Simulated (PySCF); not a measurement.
**1,3,5-triazine in a uniform electric field**

1,3,5-triazine, C3H3N3.
SMILES with atom numbers: `[cH:1]1[n:2][cH:3][n:4][cH:5][n:6]1` (hydrogens: H7 on C1; H8 on C3; H9 on C5)

Cartesian coordinates in Å at the PBE0-D3(BJ)/def2-TZVP level; atoms count from 1:
```
atom  x, y, z in Å
C1     0.9553   -0.0651    0.4868
N2    -0.1617   -0.7240    0.7663
C3    -1.1017   -0.6198   -0.1642
N4    -1.0012    0.0648   -1.2961
C5     0.1640    0.6782   -1.4582
N6     1.1804    0.6528   -0.6060
H7     1.7577   -0.1182    1.2181
H8    -2.0379   -1.1412    0.0175
H9     0.2974    1.2537   -2.3707
```

Level: CAM-B3LYP/aug-cc-pVTZ (PySCF); nuclei fixed, core orbitals frozen in the response. Permanent dipole (0.000, 0.000, 0.001) D (1 au = 2.5417 D). Static polarisability (au):

```
x    57.11   8.10   4.57
y     8.10  42.68 -10.20
z     4.57 -10.20  54.98
```

Only the terms in μ and α are kept: μ(F) = μ + αF and ΔE = −μ·F − ½ F·αF.

Q: What do fields of 0.103 V/Å (0.002 au) along the six axis directions do?

A: 
```
field along  induced x (D)  induced y (D)  induced z (D)  total size (D)  −μ·F (kJ/mol)  −½F·αF (kJ/mol)
         +x          0.290          0.041          0.023           0.294          0.000           -0.300
         −x         -0.290         -0.041         -0.023           0.294          0.000           -0.300
         +y          0.041          0.217         -0.052           0.227          0.000           -0.224
         −y         -0.041         -0.217          0.052           0.227          0.000           -0.224
         +z          0.023         -0.052          0.279           0.286         -0.002           -0.289
         −z         -0.023          0.052         -0.279           0.284         +0.002           -0.289
```

Q: For the field (-0.0006, -0.0014, 0.0018) au, what is the induced dipole, and what angle does it make with the field?

A: αF = (-0.095, -0.211, 0.281) D, at 1.0° to the field. The polarisability along this direction, F·αF/F², is 60.70 au, against a mean of 51.59 au.

Q: A unit point charge sits 9 Å away. Estimate the induction energy −αe²/2R⁴ with the mean polarisability, treating the molecule as a point.

A: R = 17.01 bohr, so the energy is −51.6/(2 × 17.01⁴) Eh = -0.809 kJ/mol.

Isolated species at its PBE0-D3(BJ)/def2-TZVP geometry, gas phase.
